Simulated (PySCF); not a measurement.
Gas-phase reaction: CH2CHF + H2 → C2H5F

Computed with PySCF and rigid-rotor harmonic-oscillator thermochemistry at 1 bar. † marks an energy on the PBE0/def2-TZVP geometry and frequencies; other levels use their own. MP2 freezes the core. All species are closed-shell singlets. MP2 isn't extrapolated to the basis-set limit.

| level | ΔH°(298 K), kJ |
|---|---|
| M06-2X/def2-TZVP† | -131 |
| MP2/def2-SVP† | [?] |
| PBE/def2-TZVP† | [?] |
| PBE0/def2-QZVP† | -143 |
| PBE0/def2-TZVP | [?] |
| r2SCAN/def2-TZVP† | -132 |
| LDA/def2-TZVP† | [?] |
| ωB97X-V/def2-TZVP† | -142 |

Complete the blanks.


- MP2/def2-SVP†, ΔH°(298 K), kJ: -142
- PBE/def2-TZVP†, ΔH°(298 K), kJ: -126
- PBE0/def2-TZVP, ΔH°(298 K), kJ: -142
- LDA/def2-TZVP†, ΔH°(298 K), kJ: -155
